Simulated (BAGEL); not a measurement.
# [S2]2− ([S2]2-): levels of theory compared

Wanted: a comparison of 3 runs (HF/3-21G, HF/6-31G*, HF/cc-pVTZ) of [S2]2− ([S2]2-). 

Program for the calculation: BAGEL 1.2.2.

2 further runs of the same task are left out: 2 set aside as unsound or not needed.

### Step 1. Starting point

[S2]2− has 2 atoms, charge -2, and is taken as a singlet. The S1–S2 distance was set to 2.350 Å, away from the relaxed value.

Bond lengths: S1–S2 2.350 Å.

### Step 2. The energy at HF/3-21G (density fitting with qzvpp-jkfit) (run 1)

File job.json:

```json
{ "bagel": [

{
  "title": "molecule",
  "basis": "3-21g",
  "df_basis": "qzvpp-jkfit",
  "angstrom": "true",
  "geometry": [
    { "atom": "S", "xyz": [       0.911655,      -0.774424,      -0.577718 ] },
    { "atom": "S", "xyz": [      -0.701260,       0.595700,       0.444390 ] }
  ]
},

{ "title": "hf", "charge": -2 },

{ "title": "print", "file": "orbitals.molden", "orbitals": "true" }

]}
```

Started as:

```console
$ BAGEL_NUM_THREADS=1 BAGEL job.json > job.out
```

Log:

```text
* using 1 threads per process

  ===============================================================
  ===============================================================

  *** Geometry ***

  { "atom" : "S", "xyz" : [      1.722778,     -1.463449,     -1.091729 ] },
  { "atom" : "S", "xyz" : [     -1.325189,      1.125710,      0.839775 ] },

  Number of auxiliary basis functions:      256

  Since a DF basis is specified, we compute 2- and 3-index integrals:
    o Being stored without compression. Storage requirement is 0.001 GB

  Number of basis functions:       26
  Number of electrons      :       32

    * METHOD: MOLECULE                             0.06

  *** RHF ***

  === Nuclear Repulsion ===
    57.6416366954

      * DIIS with orbital gradients will be used.

  === RHF iteration (3-21g) ===
      0       -790.91893591          0.01406395           0.01
      1       -790.97359260          0.00390760           0.01
      2       -790.97693622          0.00032096           0.01
      3       -790.97698413          0.00005447           0.01
      4       -790.97698564          0.00000263           0.01
      5       -790.97698565          0.00000026           0.01
      6       -790.97698565          0.00000004           0.01
      7       -790.97698565          0.00000000           0.01
    * SCF iteration converged.

    * Permanent dipole moment:
           (   -0.000000,     0.000000,     0.000000) a.u.

    * METHOD: HF                                   0.10

    * METHOD: PRINT                                0.00

  ===============================================================
```

It took 0.32 s on 1 thread of Arm Neoverse N1, shared host.

### Step 3. The energy at HF/6-31G(d) (density fitting with qzvpp-jkfit, spherical functions) (run 2)

File job.json:

```json
{ "bagel": [

{
  "title": "molecule",
  "basis": "6-31gs.json",
  "df_basis": "qzvpp-jkfit",
  "angstrom": true,
  "geometry": [
    { "atom": "S", "xyz": [    0.911655,   -0.774424,   -0.577718 ] },
    { "atom": "S", "xyz": [   -0.701260,    0.595700,    0.444390 ] }
  ]
},
{ "title": "hf", "charge": -2 },
{ "title": "print", "file": "orbitals.molden", "orbitals": true }

]}
```

The basis set 6-31G* is read from a file made from the Basis Set Exchange's data (not shown).

Started as:

```console
$ BAGEL_NUM_THREADS=1 BAGEL job.json > job.out
```

Log:

```text
* using 1 threads per process

  ===============================================================
  ===============================================================

  *** Geometry ***

  { "atom" : "S", "xyz" : [      1.722778,     -1.463449,     -1.091729 ] },
  { "atom" : "S", "xyz" : [     -1.325189,      1.125710,      0.839775 ] },

  Number of auxiliary basis functions:      256

  Since a DF basis is specified, we compute 2- and 3-index integrals:
    o Being stored without compression. Storage requirement is 0.003 GB

  Number of basis functions:       36
  Number of electrons      :       32

    * METHOD: MOLECULE                             0.07

  *** RHF ***

  === Nuclear Repulsion ===
    57.6416366954

      * DIIS with orbital gradients will be used.

  === RHF iteration (6-31gs.json) ===
      0       -794.77578709          0.01083085           0.01
      1       -794.83559635          0.00447996           0.01
      2       -794.84108535          0.00063032           0.01
      3       -794.84121798          0.00015546           0.01
      4       -794.84122575          0.00001087           0.01
      5       -794.84122579          0.00000166           0.01
      6       -794.84122579          0.00000030           0.01
      7       -794.84122579          0.00000006           0.01
      8       -794.84122579          0.00000002           0.01
      9       -794.84122579          0.00000000           0.01
    * SCF iteration converged.

    * Permanent dipole moment:
           (   -0.000000,     0.000000,     0.000000) a.u.

    * METHOD: HF                                   0.15

    * METHOD: PRINT                                0.01

  ===============================================================
```

It took 0.4 s on 1 thread of Arm Neoverse N1, shared host.

### Step 4. A single-point energy at HF/cc-pVTZ (density fitting with qzvpp-jkfit) (run 3)

File input.json:

```json
{ "bagel": [

{
  "title": "molecule",
  "basis": "cc-pvtz.json",
  "df_basis": "qzvpp-jkfit",
  "angstrom": true,
  "geometry": [
    { "atom": "S", "xyz": [       0.911655,      -0.774424,      -0.577718 ] },
    { "atom": "S", "xyz": [      -0.701260,       0.595700,       0.444390 ] }
  ]
},

{ "title": "hf", "charge": -2 },

{ "title": "print", "file": "orbitals.molden", "orbitals": true }

]}
```

The basis set cc-pVTZ is read from a file made from the Basis Set Exchange's data (not shown).

Started as:

```console
$ BAGEL_NUM_THREADS=1 BAGEL input.json > input.out
```

Log:

```text
* using 1 threads per process

  ===============================================================
  ===============================================================

  *** Geometry ***

  { "atom" : "S", "xyz" : [      1.722778,     -1.463449,     -1.091729 ] },
  { "atom" : "S", "xyz" : [     -1.325189,      1.125710,      0.839775 ] },

  Number of auxiliary basis functions:      256

  Since a DF basis is specified, we compute 2- and 3-index integrals:
    o Being stored without compression. Storage requirement is 0.009 GB

  Number of basis functions:       68
  Number of electrons      :       32

    * METHOD: MOLECULE                             0.10

  *** RHF ***

  === Nuclear Repulsion ===
    57.6416366954

      * DIIS with orbital gradients will be used.

  === RHF iteration (cc-pvtz.json) ===
      0       -794.78423480          0.01393679           0.02
      1       -794.89804553          0.00790055           0.02
      2       -794.91800825          0.00097247           0.02
      3       -794.91843053          0.00034781           0.02
      4       -794.91848180          0.00003858           0.03
      5       -794.91848251          0.00000572           0.02
      6       -794.91848255          0.00000078           0.02
      7       -794.91848255          0.00000010           0.02
      8       -794.91848255          0.00000002           0.02
      9       -794.91848255          0.00000000           0.02
    * SCF iteration converged.

    * Permanent dipole moment:
           (   -0.000000,     0.000000,     0.000000) a.u.

    * METHOD: HF                                   0.31

    * METHOD: PRINT                                0.02

  ===============================================================
```

Run time: 0.58 s. Hardware: 1 thread of Arm Neoverse N1, shared host.

### Step 5. Overview of the runs

| run | level | energy (Eh) | HOMO energy (eV) | LUMO energy (eV) | HOMO–LUMO gap (eV) | wall time |
| --- | --- | --- | --- | --- | --- | --- |
| 1 | HF/3-21G (density fitting with qzvpp-jkfit) | -790.976986 | 4.20 | 14.51 | 10.31 | 0.32 s |
| 2 | HF/6-31G* (density fitting with qzvpp-jkfit, spherical functions) | -794.841226 | 3.87 | 13.85 | 9.97 | 0.4 s |
| 3 | HF/cc-pVTZ (density fitting with qzvpp-jkfit) | -794.918483 | 3.67 | 13.48 | 9.80 | 0.58 s |

### Step 6. Outcome

```
                                                    quantity          value
                                         run 3: total energy  -794.91848 Eh
                                          run 3: HOMO energy        3.67 eV
                                          run 3: LUMO energy       13.48 eV
run 3: HOMO–LUMO gap (to an unbound level, set by the basis)        9.80 eV
```

What this shows: The HOMO–LUMO gap runs from 9.80 eV (HF/cc-pVTZ) to 10.31 eV (HF/3-21G). The empty levels of an anion lie above zero and hang on the basis. In runs 1, 2, 3 the HOMO lies above zero, so the outermost electron may be held by the basis alone. All runs together took 1.3 s, the longest 0.58 s.
